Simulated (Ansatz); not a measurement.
Relaxing Bi

These are results of DFT r2SCAN, scalar-relativistic, plane waves, PAW (Ansatz 0.2.0), not measurements. Cutoff 500 eV, Γ-centred k mesh, Gaussian smearing, no spin polarisation in the final step.

Bi was placed on the hcp structure type (P6_3/mmc, No. 194), at a guessed volume.

```yaml
crystal:
  lattice:
    - [3.76297, 0.00000, 0.00000]
    - [-1.88148, 3.25883, 0.00000]
    - [0.00000, 0.00000, 6.10750]
  atoms:
    - { symbol: Bi, position: [0.33333, 0.66667, 0.25000] }
    - { symbol: Bi, position: [0.66667, 0.33333, 0.75000] }
```

Steps on the 6×6×4 mesh (2 atoms). 5 of 5 steps are shown, and the free energy counts from the last. Trial steps that were taken back and renewals of the plane-wave basis can be among the rows.

| step | ΔF (meV/atom) | V (Å³/atom) | P (GPa) |
| --- | --- | --- | --- |
| 1 | 179.1 | 37.45 | -7.12 |
| 2 | 18.5 | 32.69 | -2.80 |
| 3 | 2.7 | 30.16 | 1.50 |
| 4 | -0.5 | 30.97 | -0.13 |
| 5 | 0.0 | 30.97 | -0.15 |

A final relaxation ran on a 18×18×10 mesh. The relaxed crystal, P6_3/mmc (No. 194):

Space group P6_3/mmc (No. 194). a = 3.511 Å, b = 3.511 Å, c = 5.840 Å, α = 90.00°, β = 90.00°, γ = 120.00°
| atom | site | symmetry | x | y | z |
| --- | --- | --- | --- | --- | --- |
| Bi | 2c | -6m2 | 0.3333 | 0.6667 | 0.2500 |

For Bi, the volume per atom is 31.18 Å³, the density is 11.13 g/cm³ and the energy over the standard structure is 0.26 eV/atom. The gap on the 18×18×10 mesh is 0 eV (a metal).

Energies count from the standard state of Bi at the same level.

The final run used a 18×18×10 mesh on its 2-atom cell and 0.10 eV smearing. For metals, differences of a few meV/atom aren't resolved. Spin–orbit coupling is left out.

Symmetry constrained the relaxation, so the result can be a saddle point.